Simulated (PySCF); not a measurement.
PySCF job for CH3O, SMILES C=[OH+], charge +1, TDA-LC-ωPBE/def2-TZVPD. Geometry optimised at B3LYP-D3(BJ)/def2-TZVP. The isomer is the one that the SMILES or the coordinates give; other isomers of the formula were not compared.

```python
import numpy as np
from pyscf import gto, scf, dft, tdscf

mol = gto.M(
    atom='''
    C     0.03398033   -0.62374802    0.00000000
    O    -0.13045465    0.60976797    0.00000000
    H    -0.87504622   -1.22446816    0.00000000
    H     1.02940191   -1.07205882    0.00000000
    H     0.68539949    1.16087138    0.00000000
    ''',
    basis='def2-TZVPD',
    charge=1,
    spin=0,
    symmetry=True,
    max_memory=1600,
    verbose=4,
)
mf = dft.RKS(mol, xc='lc_wpbe').density_fit(auxbasis='def2-universal-jkfit')
mf.grids.level = 3
mf.conv_tol = 1e-9
mf.max_cycle = 100
mf.kernel()
mf.grids = dft.Grids(mol).set(level=1).build(with_non0tab=True)  # coarser grid for the response kernel
td = tdscf.TDA(mf)
td.singlet = True
td.nstates = 10
td.conv_tol = 1e-4
td.kernel(x0=td.get_init_guess(mf, 15))
td.analyze()
tt = tdscf.TDA(mf)
tt.singlet = False
tt.nstates = 4
tt.conv_tol = 1e-4
tt.kernel(x0=tt.get_init_guess(mf, 9))
tt.analyze(verbose=3)
```

Program output:

```
PySCF version 2.14.0

[INPUT] verbose = 4
[INPUT] num. atoms = 5
[INPUT] num. electrons = 16
[INPUT] charge = 1
[INPUT] spin (= nelec alpha-beta = 2S) = 0
[INPUT] symmetry True subgroup None
[INPUT] Mole.unit = angstrom
[INPUT] Symbol           X                Y                Z      unit          X                Y                Z       unit  Magmom
[INPUT]  1 C      0.033980330000  -0.623748020000   0.000000000000 AA    0.064213517322  -1.178712928540   0.000000000000 Bohr   0.0
[INPUT]  2 O     -0.130454650000   0.609767970000   0.000000000000 AA   -0.246523560176   1.152294462832   0.000000000000 Bohr   0.0
[INPUT]  3 H     -0.875046220000  -1.224468160000   0.000000000000 AA   -1.653597702136  -2.313909470650   0.000000000000 Bohr   0.0
[INPUT]  4 H      1.029401910000  -1.072058820000   0.000000000000 AA    1.945287682004  -2.025897559224   0.000000000000 Bohr   0.0
[INPUT]  5 H      0.685399490000   1.160871380000   0.000000000000 AA    1.295217322017   2.193728974046   0.000000000000 Bohr   0.0

nuclear repulsion = 37.112393895739
point group symmetry = Cs
symmetry origin: [-4.44641443e-09  4.44641437e-09  0.00000000e+00]
symmetry axis x: [1.00000000e+00 4.13773327e-09 0.00000000e+00]
symmetry axis y: [-4.13773327e-09  1.00000000e+00  0.00000000e+00]
symmetry axis z: [0. 0. 1.]
num. orbitals of irrep A' = 73
num. orbitals of irrep A" = 31
number of shells = 42
number of NR pGTOs = 140
number of NR cGTOs = 104
basis = def2-TZVPD
ecp = {}


[settings echo left out]
init E= -115.263654346954
HOMO (A') = -0.407031254180492  LUMO (A") = -0.0955419359944773  gap/eV = 8.47606
cycle= 1 E= -114.684909508623  delta_E= 0.579  |g|= 0.558  |ddm|= 1.44
HOMO (A') = -0.779171440947565  LUMO (A") = -0.348711497448306  gap/eV = 11.71341
cycle= 2 E= -114.70487306486  delta_E= -0.02  |g|= 0.582  |ddm|= 0.529
HOMO (A') = -0.811370979807972  LUMO (A") = -0.2989147676543  gap/eV = 13.94464
cycle= 3 E= -114.760103331943  delta_E= -0.0552  |g|= 0.091  |ddm|= 0.253
HOMO (A') = -0.787529062630473  LUMO (A") = -0.27165655994901  gap/eV = 14.03761
cycle= 4 E= -114.761386068982  delta_E= -0.00128  |g|= 0.0196  |ddm|= 0.0571
HOMO (A') = -0.788793329318661  LUMO (A") = -0.272348438330329  gap/eV = 14.05318
cycle= 5 E= -114.76147151249  delta_E= -8.54e-05  |g|= 0.00377  |ddm|= 0.0195
HOMO (A') = -0.788154819563918  LUMO (A") = -0.27149193826456  gap/eV = 14.05911
cycle= 6 E= -114.761475446236  delta_E= -3.93e-06  |g|= 0.001  |ddm|= 0.00453
HOMO (A') = -0.788314630986118  LUMO (A") = -0.271614644353829  gap/eV = 14.06012
cycle= 7 E= -114.761475787946  delta_E= -3.42e-07  |g|= 0.000205  |ddm|= 0.00143
HOMO (A') = -0.788329037341345  LUMO (A") = -0.271604535965325  gap/eV = 14.06079
cycle= 8 E= -114.761475806407  delta_E= -1.85e-08  |g|= 3.36e-05  |ddm|= 0.000278
HOMO (A') = -0.788330948467987  LUMO (A") = -0.271603565894633  gap/eV = 14.06087
cycle= 9 E= -114.761475806949  delta_E= -5.42e-10  |g|= 4.29e-06  |ddm|= 5.48e-05
HOMO (A') = -0.78833082405809  LUMO (A") = -0.271603505016549  gap/eV = 14.06087
Extra cycle  E= -114.76147580696  delta_E= -1.12e-11  |g|= 1.43e-06  |ddm|= 8.27e-06
converged SCF energy = -114.76147580696
tot grids = 17776


******** <class 'pyscf.tdscf.rks.TDA'> for <class 'pyscf.df.df_jk.DFSymAdaptedRKS'> ********
nstates = 10 singlet
deg_eia_thresh = 1.000e-03
wfnsym = None
conv_tol = 0.0001
eigh lindep = 1e-12
eigh level_shift = 0
eigh max_cycle = 100


Excitation energies (eV)
[ 6.10500449  9.90152359 10.92596261 11.50616201 12.12277253 13.30735295
 13.41028431 14.00092357 14.63427956 15.00876989]

** Singlet excitation energies and oscillator strengths **
Excited State   1:   A"      6.10500 eV    203.09 nm  f=0.0005
       8 -> 9         0.70393
Excited State   2:   A"      9.90152 eV    125.22 nm  f=0.0013
       6 -> 9         0.70175
Excited State   3:   A'     10.92596 eV    113.48 nm  f=0.2825
       7 -> 9        -0.63629
       8 -> 10       -0.21277
Excited State   4:   A'     11.50616 eV    107.75 nm  f=0.0044
       7 -> 9        -0.21108
       8 -> 10        0.64275
       8 -> 14       -0.10324
Excited State   5:   A"     12.12277 eV    102.27 nm  f=0.0260
       4 -> 9        -0.10032
       5 -> 9         0.69309
Excited State   6:   A"     13.30735 eV     93.17 nm  f=0.0319
       7 -> 10       -0.67347
       7 -> 11       -0.10763
       7 -> 18        0.11344
Excited State   7:   A'     13.41028 eV     92.45 nm  f=0.1633
       8 -> 11       -0.67091
       8 -> 21        0.10284
Excited State   8:   A'     14.00092 eV     88.55 nm  f=0.1259
       8 -> 12       -0.63359
       8 -> 14       -0.15252
       8 -> 15        0.17965
Excited State   9:   A"     14.63428 eV     84.72 nm  f=0.0039
       8 -> 13       -0.68437
Excited State  10:   A'     15.00877 eV     82.61 nm  f=0.0640
       6 -> 10        0.22509
       6 -> 11        0.10159
       8 -> 11        0.10725
       8 -> 12        0.17414
       8 -> 14       -0.57361
       8 -> 16       -0.12805
       8 -> 18        0.11379

** Transition electric dipole moments (AU) **
state          X           Y           Z        Dip. S.      Osc.
  1         0.0000      0.0000      0.0566      0.0032      0.0005
  2        -0.0000     -0.0000      0.0720      0.0052      0.0013
  3        -0.0221      1.0272      0.0000      1.0555      0.2825
  4        -0.0568      0.1119      0.0000      0.0157      0.0044
  5         0.0000     -0.0000      0.2957      0.0874      0.0260
  6        -0.0000     -0.0000      0.3130      0.0980      0.0319
  7         0.7007      0.0776     -0.0000      0.4970      0.1633
  8        -0.1930      0.5744      0.0000      0.3671      0.1259
  9         0.0000     -0.0000      0.1046      0.0109      0.0039
 10         0.4106     -0.0739      0.0000      0.1741      0.0640

** Transition velocity dipole moments (imaginary part, AU) **
state          X           Y           Z        Dip. S.      Osc.
  1        -0.0000      0.0000     -0.0220      0.0005      0.0014
  2        -0.0000     -0.0000      0.0273      0.0007      0.0014
  3         0.0303      0.1579      0.0000      0.0259      0.0429
  4        -0.0143     -0.0118      0.0000      0.0003      0.0005
  5         0.0000     -0.0000      0.0405      0.0016      0.0025
  6        -0.0000      0.0000      0.1723      0.0297      0.0405
  7         0.3123      0.0416      0.0000      0.0993      0.1343
  8        -0.1196      0.2649      0.0000      0.0845      0.1095
  9         0.0000     -0.0000      0.0548      0.0030      0.0037
 10         0.1784     -0.0714      0.0000      0.0369      0.0446

** Transition magnetic dipole moments (imaginary part, AU) **
state          X           Y           Z
  1        -0.1235     -1.2884     -0.0000
  2         1.0599     -0.3741      0.0000
  3         0.0000      0.0000      0.3943
  4        -0.0000     -0.0000     -1.0946
  5         1.1112      0.2150      0.0000
  6        -0.0323      0.1191      0.0000
  7         0.0000     -0.0000     -0.5098
  8         0.0000      0.0000     -0.4117
  9         0.1561     -0.0012      0.0000
 10         0.0000      0.0000     -1.1864


******** <class 'pyscf.tdscf.rks.TDA'> for <class 'pyscf.df.df_jk.DFSymAdaptedRKS'> ********
nstates = 4 triplet
deg_eia_thresh = 1.000e-03
wfnsym = None
conv_tol = 0.0001
eigh lindep = 1e-12
eigh level_shift = 0
eigh max_cycle = 100


Excitation energies (eV)
[ 5.21472822  6.58796909  8.82431266 10.69283415]

** Triplet excitation energies and oscillator strengths **
Excited State   1:   A"      5.21473 eV    237.76 nm  f=0.0000
Excited State   2:   A'      6.58797 eV    188.20 nm  f=0.0000
Excited State   3:   A"      8.82431 eV    140.50 nm  f=0.0000
Excited State   4:   A"     10.69283 eV    115.95 nm  f=0.0000
```

Self-consistency was reached.

Cost: very roughly 17 core-seconds.
